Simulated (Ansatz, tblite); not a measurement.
Adding an electron: Li₂F⁺ (the lowest singlet isomer of a short search). Charge 1, multiplicity 1. Geometry: PBE0-D4/def2-TZVP. Ansatz, gas phase; energy differences of separate SCF runs; the reduced species was run as a doublet alone.

```xyz
3

Li   -0.145   -1.076   -1.254
Li    0.145    1.076    1.254
F     0.000    0.000    0.000
```

The xTB rows come from tblite. The structure comes from a short search, and lower isomers may exist.

```tsv
level	−HOMO (eV)	−LUMO (eV)	vertical EA (eV)	HOMO–LUMO gap (eV)
GFN2-xTB	17.71	11.25	7.56	6.46
PBE-D4/def2-TZVP	13.11	5.43	4.17	7.67
PBE0-D4/def2-TZVP	15.08	4.84	4.02	10.24
```

Problem. Estimate the rows for GFN1-xTB, r2SCAN-D4/def2-TZVP.

Solution. 
```json
{"level": "GFN1-xTB", "−HOMO (eV)": "17.95", "−LUMO (eV)": "12.68", "vertical EA (eV)": "9.66", "HOMO–LUMO gap (eV)": "5.28"}
{"level": "r2SCAN-D4/def2-TZVP", "−HOMO (eV)": "13.44", "−LUMO (eV)": "4.47", "vertical EA (eV)": "3.94", "HOMO–LUMO gap (eV)": "8.97"}
```

 Raw xTB energy differences between charge states are shifted by several eV; the methods need an empirical correction for them.
